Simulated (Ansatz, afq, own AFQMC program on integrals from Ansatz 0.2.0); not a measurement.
# AlSiH$_{2}$, quartet: AFQMC among the cluster methods

```xyz
4

Si    0.0000    0.0000    1.2493
Al    0.0000    0.0000   -1.1594
H     0.0000    1.4055   -1.8880
H     0.0000   -1.4055   -1.8880
```

Connectivity, by distances: Si–AlH2.

Basis cc-pVDZ. Only valence electrons are correlated. AFQMC by an in-house program on the Cholesky factors that Ansatz 0.2.0 writes for its CCSD(T) run. ph-AFQMC/CISD is guided by a CISD state made of CCSD amplitudes; releasing the constraint for a short imaginary time cuts its bias at the price of noise, slowly where states lie close. Free AFQMC starts from the CCSD state and is never constrained. Its projection time is finite, and what remains of the start isn't in its error. ± is one standard error of the sampling.

Determinant: UHF, the one that the program's search chose, which needn't be the lowest solution. The geometry is a point of a scan.

No full CI on the walks' own integrals is used here; CCSDT(Q) serves as the reference and is uncertain by about the last step of the cluster series.

Cautions: lower spins were not checked; the released energies are still falling, so no released level is given (meV from the phaseless value at times in 1/Eh: 1 ± 8 at 0.24, 3 ± 9 at 0.51, -10 ± 8 at 0.99, -14 ± 9 at 1.62, -23 ± 11 at 2.40), though the last usable value meets CCSDT(Q) within the noise; the ph-AFQMC/HF walk drifts between its halves (2.2 errors).

```
T1 diagnostic                               : 0.0278
weight of the determinant in the CISD state : 0.880
⟨S²⟩ of the determinant                     : 3.753
size of the correlated space                : 9 electrons in 36 orbitals
```

Reference: CCSDT(Q), correlation energy -4.224 eV.

```
        level  E − E(reference) (kJ/mol)  share of correlation (%)
           HF                      407.6                      0.00
          MP2                      104.1                     74.46
         CCSD                       14.4                     96.48
      CCSD(T)                        3.7                     99.09
        CCSDT                        0.6                     99.85
  ph-AFQMC/HF                 12.6 ± 2.8                     96.92
ph-AFQMC/CISD                  1.5 ± 0.8                     99.63
   free AFQMC                 -0.9 ± 1.0                    100.23
```

Free projections are given only where their last times agree within the noise and don't stop above the reference; a slow remainder of the start can still hide under it. A walk keeps the symmetry of its determinant, which the program's search chose and which needn't be the lowest solution, so a lower state of the same spin and another symmetry isn't excluded.
